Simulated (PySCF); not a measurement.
## C2HF2N: core ionisation energies

Compound: difluoroacetonitrile, C2HF2N.
Atom-mapped SMILES: `[N:1]#[C:2][CH:3]([F:4])[F:5]`

Structure used (PBE0-D3(BJ)/def2-SVP), in Å, numbered top down from 1:
```xyz
6
C2HF2N angstrom
N      0.459    2.086   -0.340
C      0.215    0.973   -0.155
C     -0.114   -0.444    0.118
F     -1.046   -0.863   -0.748
F      0.986   -1.195   -0.023
H     -0.500   -0.555    1.147
```

Theory: delta-SCF UKS SCAN, pcX-2 on the ionised atom, pcseg-1 elsewhere, spin-free X2C (PySCF 2.14.0). These are vertical core ionisation energies against the vacuum level, from separate self-consistent calculations with and without the core hole.

**Question.** What binding energy does each computed site have?

**Answer.** 
```tsv
atom(s)	environment	level	binding energy (eV)	above the level's lowest (eV)	count
F4/F5	fluorine of a CF2 group	F 1s	694.59	0.00	2
N1	nitrile nitrogen	N 1s	406.71	0.00	1
C3	CHF2 carbon	C 1s	297.97	+4.41	1
C2	nitrile carbon	C 1s	293.56	0.00	1
```

Lowest listed C 1s: C2, bonded to N (triple bond) and C. Highest, 4.41 eV above it: C3, bonded to 2 F, C and H.

**Question.** Give the binding energy of F 1s of F4/F5 in hartree and in kJ/mol.

**Answer.** 694.59 eV = 25.5257 Eh = 67018 kJ/mol.

**Question.** Which photon wavelength matches the F 1s of F4/F5 threshold?

**Answer.** λ = hc/E = 12398.42 eV Å / 694.59 eV = 17.850 Å.

Atoms equivalent by their bonding share one computed value, that of the first of them. Isolated species at its PBE0-D3(BJ)/def2-SVP geometry, gas phase.
